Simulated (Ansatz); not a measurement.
A nudged elastic band was laid between two geometries of ClH3Si + H2O (8 atoms, charge 0, multiplicity 1).

Method: RKS LDA/6-31G* in Ansatz 0.2.0.

```yaml
movable_images: 9
climbing_image: yes
spring: 5.0 eV/Å²
optimiser: quadratic models (default)
start_path: through a guess of the saddle point
force_threshold: 0.05 eV/Å
iteration_limit: 60
end_points: relaxed
```

Image 0:

```xyz
8
Properties=species:S:1:pos:R:3
Si 0.191 0.009 -0.025
Cl 0.251 -0.371 2.031
H 1.654 0.062 -0.373
H -0.381 1.354 -0.328
H -0.397 -1.132 -0.788
O -2.320 -0.083 0.590
H -2.360 -0.978 0.989
H -2.296 0.508 1.373
```

Image 10:

```xyz
8
Properties=species:S:1:pos:R:3
Si -0.278 -0.071 -0.522
Cl -0.991 0.823 3.206
H 1.004 -0.760 -0.151
H -0.130 1.411 -0.448
H -0.691 -0.505 -1.899
O -1.512 -0.422 0.576
H -1.749 -1.364 0.686
H -1.309 0.258 2.019
```

Q: Which bonds break or form, and what moves?

A: Bonds broken: Si1–Cl2, O6–H8. Bonds formed: Si1–O6, Cl2–H8. ClH3Si + H2O becomes ClH + H4OSi.

Q: Give the energies along the band, and the barrier.

A: The run converged. The highest image is number 5 of 0 to 10, 0.50 eV above the first end and 0.53 eV above the last; the last end lies 0.03 eV below the first. A vibrational analysis at the climbing image gives one clearly imaginary mode, 87i cm⁻¹: a first-order saddle point. The orbitals stay closed-shell, which can raise the energy where a bond breaks towards radicals; this wasn't checked here.

| image | path coordinate (Å) | energy (eV) | Si1–Cl2 (Å) | O6–H8 (Å) | Si1–O6 (Å) |
| --- | --- | --- | --- | --- | --- |
| 0 | 0.00 | 0.00 | 2.09 | 0.98 | 2.59 |
| 1 | 0.53 | 0.00 | 2.09 | 0.98 | 2.60 |
| 2 | 1.07 | 0.07 | 2.11 | 0.98 | 2.47 |
| 3 | 1.60 | 0.28 | 2.15 | 0.99 | 2.25 |
| 4 | 2.14 | 0.46 | 2.24 | 1.00 | 2.04 |
| 5 | 2.69 | 0.50 | 2.37 | 1.03 | 1.90 |
| 6 | 3.13 | 0.44 | 2.66 | 1.17 | 1.79 |
| 7 | 3.58 | 0.15 | 3.01 | 1.45 | 1.72 |
| 8 | 4.03 | 0.00 | 3.42 | 1.59 | 1.70 |
| 9 | 4.47 | -0.03 | 3.73 | 1.61 | 1.69 |
| 10 | 4.92 | -0.03 | 3.90 | 1.61 | 1.69 |

Q: What is the geometry of the highest image?

A: 
```xyz
8
Properties=species:S:1:pos:R:3
Si -0.192 0.111 -0.066
Cl 0.032 0.761 2.200
H 1.085 -0.657 0.084
H -0.110 1.527 -0.529
H -0.800 -0.605 -1.272
O -1.847 -0.340 0.762
H -2.208 -1.229 0.536
H -1.617 -0.198 1.752
```

Q: What are the harmonic wavenumbers there?

A: 87i, 148, 351, 382, 470, 582, 683, 691, 805, 944, 1002, 1062, 1395, 2024, 2173, 2227, 2929, 3613 cm⁻¹.

The band took 13 iterations and roughly 2.3 core-minutes.

The run took 2.3 min on 1 thread of Arm Neoverse V1, on a shared host, peak memory 0.12 GiB.
